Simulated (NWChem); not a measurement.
Molecule: ethylamine (C2H7N); SMILES CCN

```xyz
10

C      0.2599    -1.2361    -0.0315
C     -0.5555     0.0424     0.0220
N      0.3032     1.2074    -0.0817
H     -0.3865    -2.1265    -0.0048
H      0.8663    -1.2666    -0.9493
H      0.9499    -1.3026     0.8263
H     -1.1931     0.0241     0.9335
H     -1.2549     0.0585    -0.8317
H     -0.2493     2.0621    -0.0738
H      0.9183     1.2617     0.7291
```
Atoms are numbered in this order, from 1.

Results from NWChem. Pople sets run with spherical d functions. The geometry was optimised at PBE0/def2-SVP. Vertical excitations in the gas phase.

Q: Predict the results for PBE/6-31G*, full TDDFT. Quantities: lowest excitation, singlet (eV); oscillator strength of that lowest state; lowest state with f > 0.02, singlet (eV); orbital gap (eV).

A: 
| Item | Value |
|---|---|
| lowest excitation, singlet (eV) | 6.71 |
| oscillator strength of that lowest state | 0.013 |
| lowest state with f > 0.02, singlet (eV) | 8.82 |
| orbital gap (eV) | 6.53 |
